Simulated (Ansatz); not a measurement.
The input, for Ansatz 0.2.0:

```yaml
crystal:
  periodic: [false, false, false]
  atoms:
    - {symbol: S, position_ang: [0.000000, -0.039125, -0.017030]}
    - {symbol: H, position_ang: [0.000000, 1.318355, -0.017030]}
    - {symbol: H, position_ang: [0.000000, -0.036469, 2.095968]}
    - {symbol: H, position_ang: [0.000000, -0.037214, -1.537157]}
basis:
  gaussian: {orbitals: 6-31G}
total_charge: 1
magnetization: {spin_polarized: false, initial_magnetization: 2}
correlation: {method: mrci, electrons: valence}
accuracy: high
```

```sh
$ ansatz run in.yaml --threads 1 --pin off --events-out ev --progress --plain --max-ram 2393MiB
```

Task: One thing in this input was set wrong on purpose, beside settings that are merely unusual. What is the gravest fault, and what does the program do?

Result: A method name that the input doesn't accept. How the run ends: refused.
```
Error: YAML parse error: error: line 12 column 23: unknown variant `mrci`, expected one of mp2, rpa, ccsd, ccsd_t, bccd, bccd_t, ccsdt, ccsdt_q, ccsdt_q_b, ccsdtq, fci, sc_nevpt2, fic_nevpt4_sd, fic_mrcisd_q, fic_mrcisd_q_relaxed
  --> <input>:12:23
   |
10 | total_charge: 1
11 | magnetization: {spin_polarized: false, initial_magnetization: 2}
12 | correlation: {method: mrci, electrons: valence}
   |                       ^ unknown variant `mrci`, expected one of mp2, rpa, ccsd, ccsd_t, bccd, bccd_t, ccsdt, ccsdt_q, ccsdt_q_b, ccsdtq, fci, sc_nevpt2, fic_nevpt4_sd, fic_mrcisd_q, fic_mrcisd_q_relaxed
13 | accuracy: high
   |
```
